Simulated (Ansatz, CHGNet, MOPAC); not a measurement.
**How well does each level of theory give the volume per atom of trigonal Te?**

Reference value: 33.30 Å³/atom (measured, copied from a table, unchecked, extrapolated to 0 K and zero-point effects removed; as tabulated in Lejaeghere et al. (2013), arXiv:1204.2733).

```tsv
level (code)	value (Å³/atom)	error (%)
PM7 semi-empirical Hartree-Fock (MOPAC) (MOPAC)	30.80	-7.5
CHGNet 0.3.0 (CHGNet)	38.26	+14.9
LDA (Ansatz)	31.30	-6.0
PBE (Ansatz)	35.12	+5.5
PBE-D4 (Ansatz)	32.02	-3.8
```

Nearest, and too close to rank with a margin of 1.0 % (twice that across the reference) picked here for doubts on the reference and the settings: PBE-D4 (-3.8 %), PBE (+5.5 %). CHGNet 0.3.0 (+14.9 %) lies farthest from it. No level tried lands within 2 %.

PM7 semi-empirical Hartree-Fock (MOPAC): the method was fitted mainly to molecules. PM7 semi-empirical Hartree-Fock (MOPAC): the run uses a supercell at the zone centre in place of a k mesh. LDA, PBE: the cell comes from a level without a dispersion term, which matters for the spacing of layers, chains or molecules. Cutoffs and k meshes differ between the levels. Ansatz's density-functional and Hartree–Fock values are scalar-relativistic unless marked +SOC, with PAW data made under PBE.

Machine-learned potentials (CHGNet 0.3.0) are trained on DFT data, which may include these solids.

Differences are worked out from the printed values.

Ansatz is an electronic-structure program.
